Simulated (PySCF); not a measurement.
**Atomic charges against the basis set**

C₂H₃B.
SMILES with atom numbers: `[BH2:1][C:2]#[CH:3]` (hydrogens: H4, H5 on B1; H6 on C3)

PBE0 throughout (PySCF), one geometry, spherical d and f functions. Geometry: PBE0-D3(BJ)/def2-SVP; no solvent, vibrations or thermal averaging. Atoms taken as equivalent share a column and are averaged.

Mulliken charges (e):

```
        basis  functions      B1      C2      C3   H4/H5      H6
       STO-3G         18  +0.153  -0.126  -0.102  -0.028  +0.131
        6-31G         33  +0.120  -0.145  -0.221  -0.017  +0.279
     pcSseg-0         33  +0.216  -0.310  -0.262  +0.030  +0.296
       6-31G*         48  -0.045  +0.016  -0.236  +0.009  +0.246
      cc-pVDZ         57  +0.045  +0.127  -0.172  -0.017  +0.034
     def2-SVP         57  +0.015  +0.077  -0.129  -0.012  +0.060
  aug-cc-pVDZ         96  -1.057  -0.491  +1.158  +0.417  -0.443
6-311+G(2d,p)         99  -0.113  +0.211  -0.298  +0.012  +0.177
    def2-TZVP        111  -0.046  +0.034  -0.248  +0.035  +0.190
      cc-pVTZ        132  -0.023  -0.158  -0.034  +0.025  +0.165
     IGLO-III        135  +0.267  -0.165  -0.177  -0.039  +0.154
     pcSseg-3        315  +0.246  -0.261  -0.136  +0.006  +0.139
```

IAO charges (e):

| basis | functions | B1 | C2 | C3 | H4/H5 | H6 |
| --- | --- | --- | --- | --- | --- | --- |
| STO-3G | 18 | +0.064 | -0.156 | -0.106 | +0.015 | +0.169 |
| 6-31G | 33 | +0.016 | -0.129 | -0.155 | +0.029 | +0.210 |
| pcSseg-0 | 33 | +0.008 | -0.125 | -0.141 | +0.028 | +0.202 |
| 6-31G* | 48 | +0.034 | -0.136 | -0.147 | +0.022 | +0.206 |
| cc-pVDZ | 57 | +0.018 | -0.127 | -0.156 | +0.028 | +0.209 |
| def2-SVP | 57 | +0.025 | -0.126 | -0.149 | +0.024 | +0.203 |
| aug-cc-pVDZ | 96 | +0.021 | -0.127 | -0.164 | +0.029 | +0.213 |
| 6-311+G(2d,p) | 99 | +0.023 | -0.129 | -0.164 | +0.028 | +0.213 |
| def2-TZVP | 111 | +0.023 | -0.129 | -0.163 | +0.028 | +0.213 |
| cc-pVTZ | 132 | +0.022 | -0.129 | -0.163 | +0.028 | +0.214 |
| IGLO-III | 135 | +0.022 | -0.129 | -0.164 | +0.029 | +0.214 |
| pcSseg-3 | 315 | +0.023 | -0.129 | -0.164 | +0.028 | +0.214 |

Hirshfeld charges (e):

```tsv
basis	functions	B1	C2	C3	H4/H5	H6
STO-3G	18	+0.184	-0.106	-0.048	-0.058	+0.086
6-31G	33	+0.156	-0.108	-0.066	-0.045	+0.108
pcSseg-0	33	+0.157	-0.108	-0.055	-0.049	+0.105
6-31G*	48	+0.156	-0.109	-0.064	-0.046	+0.109
cc-pVDZ	57	+0.155	-0.109	-0.059	-0.046	+0.105
def2-SVP	57	+0.156	-0.108	-0.058	-0.047	+0.104
aug-cc-pVDZ	96	+0.158	-0.115	-0.062	-0.043	+0.105
6-311+G(2d,p)	99	+0.162	-0.118	-0.061	-0.044	+0.106
def2-TZVP	111	+0.157	-0.114	-0.061	-0.044	+0.106
cc-pVTZ	132	+0.156	-0.112	-0.060	-0.044	+0.105
IGLO-III	135	+0.156	-0.115	-0.061	-0.043	+0.105
pcSseg-3	315	+0.155	-0.114	-0.061	-0.043	+0.105
```

ESP-fitted charges (e):

```tsv
basis	functions	B1	C2	C3	H4/H5	H6
STO-3G	18	+0.360	-0.130	-0.201	-0.119	+0.209
6-31G	33	+0.402	-0.127	-0.313	-0.128	+0.293
pcSseg-0	33	+0.486	-0.222	-0.263	-0.146	+0.290
6-31G*	48	+0.389	-0.125	-0.319	-0.123	+0.301
cc-pVDZ	57	+0.380	-0.141	-0.309	-0.113	+0.296
def2-SVP	57	+0.380	-0.133	-0.311	-0.115	+0.295
aug-cc-pVDZ	96	+0.392	-0.126	-0.342	-0.117	+0.310
6-311+G(2d,p)	99	+0.392	-0.126	-0.352	-0.116	+0.319
def2-TZVP	111	+0.383	-0.116	-0.352	-0.115	+0.315
cc-pVTZ	132	+0.387	-0.126	-0.340	-0.116	+0.311
IGLO-III	135	+0.396	-0.133	-0.338	-0.118	+0.311
pcSseg-3	315	+0.386	-0.125	-0.340	-0.115	+0.309
```

Task: Which scheme is steadiest as the basis changes?

Result: Largest range over the bases for any column: Hirshfeld 0.03 e, IAO 0.06 e, ESP-fitted 0.15 e, Mulliken 1.46 e. Hirshfeld charges move least and Mulliken charges most, counted in e. Without the minimal STO-3G basis the ranges are Hirshfeld 0.01, IAO 0.03, ESP-fitted 0.11, Mulliken 1.46 e.

Task: How much do the charges still move between the two largest bases, IGLO-III and pcSseg-3?

Result: At most, over all atoms: Mulliken 0.096 e, IAO 0.001 e, Hirshfeld 0.001 e, ESP-fitted 0.010 e.

Task: What do the same runs give for the total energy, the frontier levels and the dipole moment?

Result: 
```tsv
basis	energy (Eh)	HOMO (eV)	LUMO (eV)	μ (D)
STO-3G	-101.3747	-6.27	0.30	0.96
6-31G	-102.6134	-7.85	-2.11	1.11
pcSseg-0	-102.4183	-8.17	-2.41	1.13
6-31G*	-102.6319	-7.79	-2.09	1.15
cc-pVDZ	-102.6400	-7.94	-2.31	1.04
def2-SVP	-102.5587	-8.01	-2.36	1.05
aug-cc-pVDZ	-102.6439	-8.04	-2.45	0.98
6-311+G(2d,p)	-102.6630	-8.07	-2.45	0.99
def2-TZVP	-102.6714	-8.06	-2.42	1.01
cc-pVTZ	-102.6696	-8.04	-2.41	1.02
IGLO-III	-102.6737	-8.07	-2.45	0.98
pcSseg-3	-102.6789	-8.07	-2.45	0.98
```

The dipole is fixed by the density alone, so its range of 0.19 D shows that the density itself changes with the basis, not only its division among atoms.
